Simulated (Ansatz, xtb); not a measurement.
## Ranking isomers of CH4SSi

5 gas-phase structures of CH4SSi, found in a search over its isomers (lower ones may exist). Each was relaxed with GFN2-xTB:

A. `C[SiH]=S`, a singlet
B. a singlet given by its coordinates
C. `C=[SiH]S`, a singlet
D. `C1[SiH2]S1`, a singlet
E. a singlet given by its coordinates

E (Å):

```xyz
7

C    -1.7600    2.3883   -1.8169
S     0.5541    0.4486   -2.6874
Si   -0.1987    1.6310   -0.9952
H    -2.2981    3.0244   -1.1183
H    -1.4997    2.9996   -2.6820
H    -2.4512    1.6147   -2.1542
H    -0.3717    0.7340   -3.5946
```

Close contacts (Å): C1–Si3 1.92, S2–Si3 2.20, C1–H4 1.09, C1–H5 1.09, C1–H6 1.09, S2–H7 1.33.

B (Å):

```xyz
7

C    -1.8688    1.4634   -1.7611
S    -0.3004    2.1338   -1.1082
Si    0.8617    2.8222   -2.7981
H    -2.4121    2.2447   -2.2853
H    -2.4386    1.1271   -0.9022
H    -1.6629    0.6264   -2.4222
H    -0.1373    2.4481   -3.8299
```

Close contacts (Å): C1–S2 1.83, S2–Si3 2.16, C1–H4 1.09, C1–H5 1.08, C1–H6 1.09, Si3–H7 1.48.

Task: Which do you expect lowest at r2SCAN-D4/def2-SVP//GFN2-xTB, and how would the others follow?

Result: Calculated order at r2SCAN-D4/def2-SVP//GFN2-xTB: A (0.0), D (75.4), E (75.9), B (126.2), C (134.0) kJ/mol. Less than 1 kcal/mol parts D and E, so the order within that pair means little.

Energies above the lowest of each column, in kJ/mol; the last columns are at r2SCAN-D4/def2-SVP geometries and were run for some of them only (a dash: not run or not comparable):

| structure | GFN2-xTB | HF/STO-3G | r2SCAN-D4/def2-SVP//GFN2-xTB | r2SCAN-D4/def2-SVP | CCSD(T)/def2-TZVP |
| --- | --- | --- | --- | --- | --- |
| A | 0.0 | 28.8 | 0.0 | 0.0 | 0.0 |
| D | 94.1 | 13.5 | 75.4 | 73.5 | 68.7 |
| E | 133.3 | 0.0 | 75.9 | 77.5 | 72.3 |
| B | 151.7 | 40.0 | 126.2 | – | – |
| C | 163.3 | 188.0 | 134.0 | – | – |

CCSD(T)/def2-TZVP puts A lowest of those it was run on; HF/STO-3G picks E. Flexible structures stand in one conformer each, not always the lowest. Frequencies (r2SCAN-D4/def2-SVP) were run for A, D, E alone.

Over these structures GFN2-xTB departs from r2SCAN-D4/def2-SVP//GFN2-xTB by 13.7 kJ/mol on average once a common shift is removed. A GFN2-xTB relaxation took about 0.042 s and the r2SCAN-D4/def2-SVP//GFN2-xTB energy about 1.9 s on a shared host (Ansatz 0.2.0, xtb 6.7.1).
